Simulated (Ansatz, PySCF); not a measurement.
Breaking a bond: SH, doublet.

Methods: UKS-PBE = unrestricted PBE/cc-pVTZ (Ansatz, a quantum-chemistry and plane-wave program); UKS-BHandHLYP = unrestricted BHandHLYP/cc-pVTZ (PySCF); UCCSD(T) = CCSD(T) on UHF/cc-pVTZ, 5 core orbitals frozen (PySCF 2.14.0).

Energies relative to the lowest point of each curve near equilibrium, in kcal/mol; the last columns give the difference from UCCSD(T):

| R / Å | UKS-PBE | UKS-BHandHLYP | UCCSD(T) | UKS-PBE − UCCSD(T) | UKS-BHandHLYP − UCCSD(T) |
|---|---|---|---|---|---|
| 1.02 | 62.0 | 58.0 | 59.6 | 2.5 | -1.5 |
| 1.08 | 37.1 | 33.8 | 35.0 | 2.1 | -1.2 |
| 1.15 | 18.1 | 15.6 | 16.5 | 1.6 | -0.9 |
| 1.22 | 7.0 | 5.4 | 5.9 | 1.1 | -0.6 |
| 1.26 | 3.3 | 2.1 | 2.6 | 0.7 | -0.4 |
| 1.32 | 0.4 | 0.1 | 0.2 | 0.2 | -0.1 |
| 1.35 | 0.0 | 0.0 | 0.0 | 0.0 | 0.0 |
| 1.40 | 0.4 | 1.1 | 0.8 | -0.4 | 0.3 |
| 1.43 | 1.2 | 2.3 | 1.8 | -0.6 | 0.4 |
| 1.47 | 2.8 | 4.4 | 3.8 | -0.9 | 0.6 |
| 1.55 | 7.5 | 10.1 | 8.9 | -1.4 | 1.2 |
| 1.65 | 14.9 | 18.8 | 16.8 | -1.9 | 2.0 |

UKS-PBE is furthest from UCCSD(T) at 1.02 (2.5 kcal/mol, above); its mean absolute difference over the points is 1.1 kcal/mol.

UKS-BHandHLYP is furthest from UCCSD(T) at 1.65 (2.0 kcal/mol, above); its mean absolute difference over the points is 0.8 kcal/mol.

The scan ran from 1.02 to 5.38 Å; beyond the distances shown one of the unrestricted levels run for this scan, shown here or not, changes its spin distribution in one step.
